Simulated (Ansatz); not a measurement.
Exact exchange and the HOMO–LUMO gap of C2H3FO (acetyl fluoride)

C2H3FO: 7 atoms, total charge 0, spin state singlet. As SMILES, `CC(=O)F`. The shape is that of a PBE0-D4/def2-TZVP optimisation.

The HOMO–LUMO gap y, in eV, basis aug-cc-pVDZ; a is the functional's share of exact exchange. Programs: Ansatz 0.2.0.

| functional | program | a | y (eV) |
| --- | --- | --- | --- |
| revPBE | Ansatz | 0 | 5.68 |
| BLYP | Ansatz | 0 | 5.65 |
| B3LYP | Ansatz | 0.2 | 7.96 |
| PBE0 | Ansatz | 0.25 | ? |
| BHLYP | Ansatz | 0.5 | 10.74 |

Q: Fit y = c + s·a to the known rows and predict PBE0.

A: 
1. Means of the 4 rows: a = 0.1750, y = 7.508.
2. Σ(Δa)² = 0.1675, Σ(Δa·Δy) = 1.7067, so the slope is 1.7067/0.1675 = 10.189.
3. Intercept: 7.508 − (10.189) × 0.1750 = 5.725. The largest residual of the fit is 0.20.
4. PBE0: 5.725 + (10.189) × 0.25 = 8.27 eV.

The run gave 8.54 eV, so the prediction is off by -0.27 eV, more than the largest residual. Exact exchange lowers occupied levels and raises empty ones.
